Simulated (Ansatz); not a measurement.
# [CH$_{3}$···H···SiH$_{3}$], doublet along the distance C1-H5

Starting geometry:

```tsv
atom	x (Å)	y (Å)	z (Å)
C	-1.9178	0.0000	0.0000
H	-2.2810	1.0273	0.0000
H	-2.2810	-0.5137	0.8897
H	-2.2810	-0.5137	-0.8897
H	-0.8282	0.0000	0.0000
Si	0.9452	0.0000	0.0000
H	1.3952	-1.4163	0.0000
H	1.3952	0.7081	-1.2265
H	1.3952	0.7081	1.2265
```

From there H5 is moved from one fragment to the other while all else, the fragments' distance too, stays fixed; atoms are numbered as listed. Energies are in kJ/mol, counted from the starting geometry at the same level.

Basis cc-pVDZ; Ansatz 0.2.0. Only valence electrons are correlated (noble-gas cores frozen). Prefix R: restricted or restricted open-shell reference; prefix U: unrestricted.

For open shells CISD is restricted-active-space CI with the open shells as a complete middle space.

Full CI isn't at hand for all of this; UCCSDT(Q) serves as the reference, and is uncertain by about the last step of the cluster series. The frozen core follows each run's orbitals, which can shift R against U totals by a few meV.

```json
{"distance C1-H5 (Å)": "1.090", "UCCSDT(Q)": "0.0", "error UHF": "0.0", "error CISD": "0.0", "error RCCSD": "0.0", "error RCCSD(T)": "0.0", "error RCCSDT": "0.0", "error RCCSDT(Q)": "0.0"}
{"distance C1-H5 (Å)": "1.137", "UCCSDT(Q)": "2.3", "error UHF": "3.1", "error CISD": "1.4", "error RCCSD": "0.5", "error RCCSD(T)": "0.1", "error RCCSDT": "0.0", "error RCCSDT(Q)": "0.0"}
{"distance C1-H5 (Å)": "1.232", "UCCSDT(Q)": "18.3", "error UHF": "6.2", "error CISD": "3.6", "error RCCSD": "1.3", "error RCCSD(T)": "0.1", "error RCCSDT": "0.1", "error RCCSDT(Q)": "0.0"}
{"distance C1-H5 (Å)": "1.328", "UCCSDT(Q)": "40.4", "error UHF": "3.2", "error CISD": "4.0", "error RCCSD": "1.3", "error RCCSD(T)": "0.2", "error RCCSDT": "0.1", "error RCCSDT(Q)": "0.0"}
{"distance C1-H5 (Å)": "1.423", "UCCSDT(Q)": "64.2", "error UHF": "-4.8", "error CISD": "2.0", "error RCCSD": "0.4", "error RCCSD(T)": "0.2", "error RCCSDT": "0.0", "error RCCSDT(Q)": "0.0"}
```

Errors are those of relative energies. In total energy the starting point itself misses UCCSDT(Q) by: UHF 854.0, CISD 104.7, RCCSD 22.5, RCCSD(T) 3.5, RCCSDT 0.8, RCCSDT(Q) 0.0 kJ/mol.

Spread of the error over the points with a reference, to 1.423 Å (largest less smallest): RCCSDT(Q) 0.0, RCCSDT 0.1, RCCSD(T) 0.2, RCCSD 1.3, CISD 4.0, UHF 11.0 kJ/mol.
